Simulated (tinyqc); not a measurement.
Starting guesses with plain Roothaan steps: SCF starting guesses in the sto-3g basis, for H2O+, spin multiplicity 2. Computed by the program tinyqc with PySCF. UHF with one setting changed at a time; a run stops when the energy changes by less than 1e-09 hartree and the error matrix is below 1e-5. Starts: the lowest orbitals of the core Hamiltonian, of the Wolfsberg-Helmholz matrix (K = 1.75), projected atomic densities, random orbitals, and the highest orbitals of the core Hamiltonian (a deliberately bad start).

Geometry (angstrom):
```
atom,x,y,z
O,0.0000,0.0000,0.0000
H,0.0000,0.7150,0.6750
H,0.0000,-0.7400,0.6980
```

lowest solution found by these runs and by PySCF with stability checks = -74.657447 hartree

Largest element of the error matrix X^T (FDS - SDF) X:
```
iteration,core,Wolfsberg-Helmholz,atomic densities,random,highest core orbitals
1,2.9e-01,1.9e-01,6.2e-01,4.4e+00,2.2e-01
2,3.1e-02,5.7e-02,1.1e-01,2.0e-01,2.8e-01
3,8.6e-03,1.6e-02,1.4e-02,6.0e-02,6.0e-02
4,2.9e-03,4.7e-03,4.9e-03,4.1e-02,1.5e-02
5,1.8e-03,2.4e-03,2.5e-03,3.0e-02,8.0e-03
6,1.2e-03,1.5e-03,1.6e-03,2.3e-02,5.5e-03
8,5.2e-04,6.1e-04,6.6e-04,2.6e-02,4.8e-03
10,2.3e-04,2.6e-04,2.9e-04,3.3e-02,8.2e-03
14,4.7e-05,5.3e-05,5.9e-05,4.6e-02,2.2e-02
20,-,-,5.5e-06,3.8e-02,5.3e-02
30,-,-,-,1.1e-02,1.3e-02
45,-,-,-,1.1e-03,6.9e-04
60,-,-,-,1.2e-04,3.9e-05
```

How each run ends:
```
run,iterations,E (hartree),state
core,19,-74.65745,lowest found
Wolfsberg-Helmholz,19,-74.65745,lowest found
atomic densities,20,-74.65745,lowest found
random,>60,-74.65745,"falls steadily but slowly, by a factor of about 0.86 a step"
highest core orbitals,>60,-74.55068,"falls steadily but slowly, by a factor of about 0.83 a step"
```

What does the comparison show, and why?

3 of 5 runs reach the lowest solution found, in 19 to 20 iterations (fastest: core, Wolfsberg-Helmholz). Not converged: random, highest core orbitals. The first errors are 3e-01, 2e-01, 6e-01, 4e+00, 2e-01.
